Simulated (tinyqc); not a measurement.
Worked calculation: CIS on RHF in the sto-3g basis, for H2O, spin multiplicity 1. One step of it, computed by the program tinyqc.

Problem. CIS triplet states. Diagonalise A (1 hartree = 27.211386 eV); each vector has its largest component positive (the first on a tie).

CIS matrix A, triplet (hartree), lower triangle:
```
,1>6,1>7,2>6,2>7,3>6,3>7,4>6,4>7,5>6,5>7
1>6,20.069083
1>7,0.000000,20.158970
2>6,0.006844,0.000000,1.308632
2>7,0.000000,0.010093,0.000000,1.477309
3>6,0.000000,-0.010143,0.000000,-0.105486,0.719257
3>7,-0.010143,0.000000,-0.105486,0.000000,0.000000,0.860891
4>6,-0.021860,0.000000,-0.062858,0.000000,0.000000,-0.041643,0.531397
4>7,0.000000,-0.003925,0.000000,0.014003,-0.041643,0.000000,0.000000,0.642332
5>6,0.000000,0.000000,0.000000,0.000000,0.000000,0.000000,0.000000,0.000000,0.440464
5>7,0.000000,0.000000,0.000000,0.000000,0.000000,0.000000,0.000000,0.000000,0.000000,0.579728
```

Give: triplet excitation energies; lowest vectors.

Solution.

triplet excitation energies (eV): 11.9856  14.1155  15.7752  16.9518  19.6946  23.0344  36.3450  40.6036  546.1085  548.5538

lowest vectors:
```
,state 1,state 2,state 3,state 4,state 5,state 6
1>6,0.0000,0.0011,0.0000,0.0000,0.0000,0.0002
1>7,0.0000,0.0000,0.0000,0.0004,0.0003,0.0000
2>6,0.0000,0.0983,0.0000,0.0000,0.0000,0.1977
2>7,0.0000,0.0000,0.0000,0.0386,0.1328,0.0000
3>6,0.0000,0.0000,0.0000,0.4320,0.8915,0.0000
3>7,0.0000,0.1501,0.0000,0.0000,0.0000,0.9659
4>6,0.0000,0.9838,0.0000,0.0000,0.0000,-0.1671
4>7,0.0000,0.0000,0.0000,0.9011,-0.4331,0.0000
5>6,1.0000,0.0000,0.0000,0.0000,0.0000,0.0000
5>7,0.0000,0.0000,1.0000,0.0000,0.0000,0.0000
```
